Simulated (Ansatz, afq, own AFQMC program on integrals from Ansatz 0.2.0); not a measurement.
# AlH2O, doublet in cc-pVDZ, levels against CCSDT(Q)

```xyz
4

Al    0.0000   -0.0790    0.6344
O     0.0000    0.0002   -1.0633
H     0.0000    1.3020    1.4673
H     0.0000    0.8101   -1.5729
```

Connectivity, by distances: AlH–OH.

Basis cc-pVDZ. Noble-gas cores (and the filled d shells of Ga–Kr and In–Xe) are frozen. Ansatz 0.2.0 and our own AFQMC program on the same integrals; the CISD trial comes from CCSD amplitudes, and released means the phaseless constraint is let go. Free AFQMC starts from the CCSD state and is never constrained. Its projection time is finite, and what remains of the start isn't in its error. Error bars are statistical, one sigma.

Determinant: UHF, the one that the program's search chose, which needn't be the lowest solution. The geometry is a point of a scan.

No full CI on the walks' own integrals is used here; CCSDT(Q) serves as the reference and is uncertain by about the last step of the cluster series.

```
T1 diagnostic                               : 0.0179
weight of the determinant in the CISD state : 0.909
⟨S²⟩ of the determinant                     : 0.756
size of the correlated space                : 11 electrons in 36 orbitals
```

```csv
level,correlation energy (eV)
MP2,-6.5189
CCSD,-6.9373
CCSD(T),-7.0794
```

Question: Estimate where phaseless AFQMC with a CISD trial lies against CCSD(T) on the same integrals.

Answer: 42.6 ± 16.4 meV below CCSD(T).

Reference: CCSDT(Q), correlation energy -7.113 eV. The released energy is read at 2.40 1/Eh (meV from the phaseless value at times in 1/Eh: 14 ± 10 at 0.24, 20 ± 11 at 0.51, 5 ± 16 at 0.99, -8 ± 15 at 1.62, 3 ± 17 at 2.40).

| level | E − E(reference) (meV) | share of correlation (%) |
| --- | --- | --- |
| CCSD(T) | 33.4 | 99.53 |
| CCSDT | 19.2 | 99.73 |
| ph-AFQMC/HF | -29.3 ± 54.9 | 100.41 |
| ph-AFQMC/CISD | -9.2 ± 16.4 | 100.13 |
| released AFQMC | -6.3 ± 17.1 | 100.09 |
| free AFQMC | 0.7 ± 14.3 | 99.99 |

Free projections are given only where their last times agree within the noise and don't stop above the reference; a slow remainder of the start can still hide under it. A walk keeps the symmetry of its determinant, which the program's search chose and which needn't be the lowest solution, so a lower state of the same spin and another symmetry isn't excluded. Released energies are given only where the last usable release times agree within the noise; a slower fall can still hide under it.
